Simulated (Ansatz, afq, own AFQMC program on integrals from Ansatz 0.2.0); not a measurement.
**The Ga2–O1 bond of GaH2OF, singlet, worked out**

```xyz
5

O    -1.1377   -0.5803   -0.2753
Ga    0.3839    0.2800    0.0122
F     0.4429    1.7898   -0.8644
H    -1.2205   -1.4207    0.1867
H     1.5815   -0.1425    0.8995
```

The molecule and both fragments are relaxed with PBE0/def2-SVP; the fragments keep their bonds.

Basis def2-TZVP. Only valence electrons are correlated. AFQMC by an in-house program on the Cholesky factors that Ansatz 0.2.0 writes for its CCSD(T) run. ph-AFQMC/CISD is guided by a CISD state made of CCSD amplitudes; releasing the constraint for a short imaginary time cuts its bias at the price of noise, slowly where states lie close. ± is one standard error of the sampling. No spin–orbit coupling.

Total energies in eV. CBS is CCSD(T) at the limit of def2-TZVPP/QZVPP (extrapolated itself); the highest rung of each member is named.

Cautions: inner d shell frozen; no relativity below Rb; no spin-orbit coupling; GaH₂OF (singlet): the released value is read at 1.50 1/Eh (meV from the phaseless value at times in 1/Eh: 12 ± 6 at 0.24, 7 ± 7 at 0.51, 16 ± 8 at 0.99, 17 ± 10 at 1.50); GaHF (doublet): the ph-AFQMC/CISD walk drifts between its halves (2.4 errors).

| member | count | CCSD(T)/def2-TZVP | highest rung in def2-TZVP | which | CCSD(T)/CBS |
| --- | --- | --- | --- | --- | --- |
| GaHF, doublet | +1 | -55066.4336 | -55066.4554 | CCSDT(Q) | -55069.2436 |
| HO (doublet) | +1 | -2058.1800 | -2058.1943 | CCSDT(Q) | -2059.2489 |
| GaH₂OF, singlet | -1 | -57129.3141 | -57129.3441 ± 0.0096 | released AFQMC | -57133.3246 |

**Question.** Work out the best estimate of the bond energy: the CCSD(T)/CBS difference plus the step from CCSD(T) to the highest rung.

**Answer.** Sums with the counts: CCSD(T)/CBS 4.8321 eV, highest rung 4.6944 eV, CCSD(T)/def2-TZVP 4.7005 eV. The step is 4.6944 − 4.7005 = -0.0061 eV, so the best estimate is 4.8321 + (-0.0061) = 4.8260 eV = 111.3 kcal/mol, with sampling noise 0.010 eV. The step is under twice that noise, so its sign is open. The basis set is worth 0.132 eV of it. Zero-point, core-correlation and spin–orbit terms aren't in it. Past Ne the Hartree–Fock part of each CBS total tends to overshoot, since the cores don't follow the formula; that largely cancels in the difference.

Best estimates are given only where the step beyond CCSD(T) is under 0.3 eV and no member's determinant is very poor (T1 over 0.05, or 0.07 for open shells, ⟨S²⟩ too high by 0.3, two states mixed), so the hardest cases are missing from such tables.

CCSDT and higher add their correlation energy to the determinant of the CCSD(T) run, since their own runs factorise the integrals more tightly (a shift of under 2 meV). Each member of a difference takes its own highest rung, so a best estimate needn't equal the limit plus the step of one row. A walk keeps the symmetry of its determinant, which the program's search chose and which needn't be the lowest solution, so a lower state of the same spin and another symmetry isn't excluded. Released energies are given only where the last usable release times agree within the noise; a slower fall can still hide under it.
